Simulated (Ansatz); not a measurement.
Reaction (SMILES): C=O (CH2-O) → [CH]=O (CH-O) + H atom
B3LYP-D3(BJ)/def2-TZVP geometries, fixed; electronic energies without zero-point terms.
Largest species:
```xyz
4

O     -0.0009    -0.0102     0.6728
C      0.0007     0.0079    -0.5259
H     -0.0027     0.9554    -1.0993
H      0.0057    -0.9218    -1.1276
```
Charge 0, spin multiplicity 1.

Basis-set convergence of the bond dissociation energy at B3LYP with Ansatz (a quantum-chemistry and plane-wave program). Cartesian d functions, on some or all atoms, in 6-31G*, 6-31+G*; all else is spherical. The program fits the integrals of some runs and decomposes those of others, by size. Open shells are unrestricted. No added dispersion term, no relativity. Functions are those of the species that has most. Reference: the value in aug-pcseg-3, 93.16 kcal/mol, itself unsure by roughly 0.02 kcal/mol (its mean distance from aug-cc-pVQZ, cc-pV5Z, def2-QZVPPD). Deviations are taken from unrounded values.

```json
[
 {"basis": "6-31G*", "functions": "34", "bond dissociation energy (kcal/mol)": "94.21"},
 {"basis": "6-31+G*", "functions": "42", "bond dissociation energy (kcal/mol)": "94.13"},
 {"basis": "cc-pVDZ", "functions": "38", "bond dissociation energy (kcal/mol)": "91.44"},
 {"basis": "aug-cc-pVDZ", "functions": "64", "bond dissociation energy (kcal/mol)": "92.29"},
 {"basis": "def2-SVP", "functions": "38", "bond dissociation energy (kcal/mol)": "92.43"},
 {"basis": "def2-SVPD", "functions": "59", "bond dissociation energy (kcal/mol)": "93.49"},
 {"basis": "pcseg-1", "functions": "38", "bond dissociation energy (kcal/mol)": "92.40"},
 {"basis": "aug-pcseg-1", "functions": "64", "bond dissociation energy (kcal/mol)": "92.71"},
 {"basis": "6-311G**", "functions": "48", "bond dissociation energy (kcal/mol)": "92.62"},
 {"basis": "6-311+G**", "functions": "56", "bond dissociation energy (kcal/mol)": "93.08"},
 {"basis": "def2-TZVP", "functions": "74", "bond dissociation energy (kcal/mol)": "92.86"},
 {"basis": "def2-TZVPD", "functions": "95", "bond dissociation energy (kcal/mol)": "92.99"},
 {"basis": "cc-pVTZ", "functions": "88", "bond dissociation energy (kcal/mol)": "93.10"},
 {"basis": "aug-cc-pVTZ", "functions": "138", "bond dissociation energy (kcal/mol)": "93.18"},
 {"basis": "pcseg-2", "functions": "88", "bond dissociation energy (kcal/mol)": "93.25"},
 {"basis": "aug-pcseg-2", "functions": "138", "bond dissociation energy (kcal/mol)": "93.21"},
 {"basis": "def2-TZVPP", "functions": "90", "bond dissociation energy (kcal/mol)": "93.08"},
 {"basis": "def2-TZVPPD", "functions": "111", "bond dissociation energy (kcal/mol)": "93.21"},
 {"basis": "cc-pVQZ", "functions": "170", "bond dissociation energy (kcal/mol)": "93.18"},
 {"basis": "aug-cc-pVQZ", "functions": "252", "bond dissociation energy (kcal/mol)": "93.16"},
 {"basis": "def2-QZVPP", "functions": "174", "bond dissociation energy (kcal/mol)": "93.20"},
 {"basis": "def2-QZVPPD", "functions": "195", "bond dissociation energy (kcal/mol)": "93.14"},
 {"basis": "pcseg-3", "functions": "186", "bond dissociation energy (kcal/mol)": "93.18"},
 {"basis": "aug-pcseg-3", "functions": "268", "bond dissociation energy (kcal/mol)": "93.16"}
]
```

What the diffuse functions change, pair by pair:
- 6-31G* to 6-31+G*: 8 more functions, deviation 1.05 to 0.97 kcal/mol
- cc-pVDZ to aug-cc-pVDZ: 26 more functions, deviation -1.72 to -0.87 kcal/mol
- def2-SVP to def2-SVPD: 21 more functions, deviation -0.73 to 0.33 kcal/mol
- pcseg-1 to aug-pcseg-1: 26 more functions, deviation -0.76 to -0.45 kcal/mol
- 6-311G** to 6-311+G**: 8 more functions, deviation -0.54 to -0.08 kcal/mol
- def2-TZVP to def2-TZVPD: 21 more functions, deviation -0.30 to -0.17 kcal/mol
- cc-pVTZ to aug-cc-pVTZ: 50 more functions, deviation -0.06 to 0.02 kcal/mol
- pcseg-2 to aug-pcseg-2: 50 more functions, deviation 0.09 to 0.05 kcal/mol
- def2-TZVPP to def2-TZVPPD: 21 more functions, deviation -0.08 to 0.05 kcal/mol
- cc-pVQZ to aug-cc-pVQZ: 82 more functions, deviation 0.02 to 0.00 kcal/mol
- def2-QZVPP to def2-QZVPPD: 21 more functions, deviation 0.04 to -0.02 kcal/mol
- pcseg-3 to aug-pcseg-3: 82 more functions, deviation 0.02 to 0.00 kcal/mol

Leaving out the reference's own pair, they bring the value nearer the reference by more than 0.02 kcal/mol in 9 of 11 pairs.
